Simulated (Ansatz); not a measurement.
in.yaml

```yaml
crystal:
  periodic: [false, false, false]
  atoms:
    - {symbol: H, position_ang: [0.000000, 0.000000, -1.123667]}
    - {symbol: H, position_ang: [0.000000, 0.000000, -0.430667]}
    - {symbol: Cl, position_ang: [0.000000, 0.000000, 1.554333]}
basis:
  gaussian: {orbitals: cc-pVTZ}
magnetization: {spin_polarized: true, initial_magnetization: 1}
correlation: {method: ccsdt_q, electrons: outside_noble_gas}
```

```sh
$ ansatz run in.yaml --threads 1 --pin off --events-out ev --progress --plain --max-ram 2393MiB
```

Task: Roughly how long does this take on 1 thread of Intel Xeon 6975P-C, shared host, and how much host memory?

Result: 36 s wall and 0.63 GiB.

```
653 factors; integrals over basis functions are off by at most 2.4e-7 eV
mean field evaluation 1: about -12532.8892 eV, gradient 7.6e0 eV
mean field evaluation 2: about -12532.8900 eV, gradient 7.6e0 eV
mean field evaluation 4: about -12533.6738 eV, gradient 1.0e0 eV
mean field evaluation 8: about -12533.6911 eV, gradient 7.2e-4 eV
mean field evaluation 16: about -12533.6907 eV, gradient 1.7e-1 eV
mean field evaluation 32: about -12533.6707 eV, gradient 1.6e0 eV
mean field evaluation 64: about -12533.6911 eV, gradient 3.3e-6 eV
mean field evaluation 96: about -12533.3764 eV, gradient 4.7e0 eV
mean field -12533.69114387 eV, -460.6046538962 hartree, gradient 3.3e-6 eV, S^2 0.762021; 7 other end points of the search recorded, 0 dependent functions left out
determinant -12533.69114387 eV, -460.6046538962 hartree, with singles and doubles -12539.88343163 eV, -460.8322162741 hartree
determinant -12533.39974781 eV, -460.5939452885 hartree, with singles and doubles -12539.57134585 eV, -460.8207473331 hartree
determinant -12533.69114387 eV, -460.6046538962 hartree, with singles and doubles -12539.82217422 eV, -460.8299651060 hartree
determinant -12533.39974781 eV, -460.5939452885 hartree, with singles and doubles -12539.50658700 eV, -460.8183674896 hartree
5 core orbitals not correlated: weight in the atoms' cores, before any rotation towards them, 1.000 or more for the frozen orbitals, at most 0.000 for the correlated occupied ones
reference -12533.69114387 eV, -460.6046538962 hartree; 5, 4 occupied and 52, 53 virtual orbitals, 653 factors
second order -5.32476544 eV of doubles, -0.00000000 eV of singles
cycle   1  -5.93193891 eV  change   -6.1e-1 eV  update   5.6e-2
cycle   2  -6.30255331 eV  change   -3.7e-1 eV  update   2.1e-2
cycle   3  -6.32847270 eV  change   -2.6e-2 eV  update   7.9e-3
cycle   4  -6.31695328 eV  change    1.2e-2 eV  update   3.5e-3
cycle   5  -6.32016411 eV  change   -3.2e-3 eV  update   1.8e-3
cycle   6  -6.31988772 eV  change    2.8e-4 eV  update   8.6e-4
cycle   7  -6.31988802 eV  change   -3.0e-7 eV  update   2.2e-4
cycle   8  -6.32010833 eV  change   -2.2e-4 eV  update   9.4e-5
cycle   9  -6.32004571 eV  change    6.3e-5 eV  update   2.8e-5
cycle  10  -6.32000458 eV  change    4.1e-5 eV  update   1.1e-5
cycle  11  -6.32001269 eV  change   -8.1e-6 eV  update   4.3e-6
cycle  12  -6.32002414 eV  change   -1.1e-5 eV  update   1.8e-6
cycle  13  -6.32002636 eV  change   -2.2e-6 eV  update   5.4e-7
cycle  14  -6.32002674 eV  change   -3.8e-7 eV  update   2.0e-7
perturbative correction -0.00498207 eV, -0.0001830877 hartree
Total energy: -12540.01615268 eV, -460.8370936826 hartree
```
